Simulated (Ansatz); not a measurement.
Relaxation of CH$_{4}$NSi (7 atoms, charge -1, multiplicity 1), to a largest force component of 0.02 eV/Å in at most 50 steps.

Method: RKS PBE0-D4/def2-SVP in Ansatz 0.2.0.

```xyz
7
Properties=species:S:1:pos:R:3:forces:R:3
C -0.891 -1.840 0.136 -0.24 -0.49 0.03
N 0.050 -0.993 -0.118 -0.37 -0.53 0.08
Si 0.490 0.623 -0.114 0.24 -0.08 -0.09
H -1.864 -1.317 0.537 0.19 0.15 -0.04
H 0.864 0.983 -1.510 0.20 0.25 -0.31
H -0.350 1.798 0.325 -0.39 0.49 0.19
H 1.701 0.747 0.745 0.37 0.20 0.15
```

**Question.** Where does it end, and by what steps?

**Answer.** The run converged. Limits of this set-up: an anion without diffuse functions, the dipole of an ion depends on the origin. After 9 steps the energy has fallen by 0.068 eV; H6 moved furthest, 0.30 Å.

| step | energy less start (eV) | largest force component (eV/Å) | accepted |
| --- | --- | --- | --- |
| 0 | 0.0000 | 0.535 | yes |
| 1 | -0.0499 | 0.226 | yes |
| 2 | -0.0547 | 0.100 | yes |
| 3 | -0.0562 | 0.095 | yes |
| 4 | -0.0581 | 0.068 | yes |
| 5 | -0.0619 | 0.108 | yes |
| 6 | -0.0656 | 0.299 | yes |
| 7 | -0.0669 | 0.142 | yes |
| 8 | -0.0674 | 0.082 | yes |
| 9 | -0.0677 | 0.010 | yes |

```xyz
7
Properties=species:S:1:pos:R:3
C -0.958 -1.795 0.160
N 0.117 -1.123 -0.162
Si 0.510 0.543 -0.130
H -1.788 -1.060 0.547
H 0.918 1.052 -1.496
H -0.532 1.566 0.362
H 1.733 0.817 0.719
```

The run took 20 s on 1 thread of Arm Neoverse V1, on a shared host, peak memory 0.13 GiB.
